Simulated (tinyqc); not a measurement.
Hueckel theory of the pi electrons with the omega technique, for the molecule c1c[cH+]1 (SMILES; centres numbered as the heavy atoms are written), step by step. One step of it, computed by the program tinyqc.

Problem. Energy, charges, bond orders. E = sum n x; q_r = z_r - P_rr; bond order p = P_rs; free valence = sqrt(3) - sum of p over the bonds of the atom.

final x values: 2.466666  -0.533334  -0.533334

occupations: 2.000000  0.000000  0.000000

final P, lower triangle:
```
          1C        2C        3C
1C  0.666667
2C  0.666667  0.666667
3C  0.666667  0.666667  0.666667
```

Centres:
```
centre  z_r, pi electrons of the neutral centre         h
1C                                            1  0.000000
2C                                            1  0.000000
3C                                            1  0.000000
```

Bonds:
```
i  j  k
1  2  1
2  3  1
3  1  1
```

Give: pi energy = 2 alpha + this times beta; pi charges; Bond orders and lengths from R = 1.517 - 0.180 p; free valence of the carbons; gap between the highest filled and the next level.

Solution.

pi energy = 2 alpha + this times beta = 4.9333

pi charges: 1C 0.3333, 2C 0.3333, 3C 0.3333

Bond orders and lengths from R = 1.517 - 0.180 p (angstrom, C-C alone):
```
bond       p       R
1-2   0.6667  1.3970
2-3   0.6667  1.3970
3-1   0.6667  1.3970
```

free valence of the carbons: 1C 0.3987, 2C 0.3987, 3C 0.3987

gap between the highest filled and the next level = 3.0000 |beta|
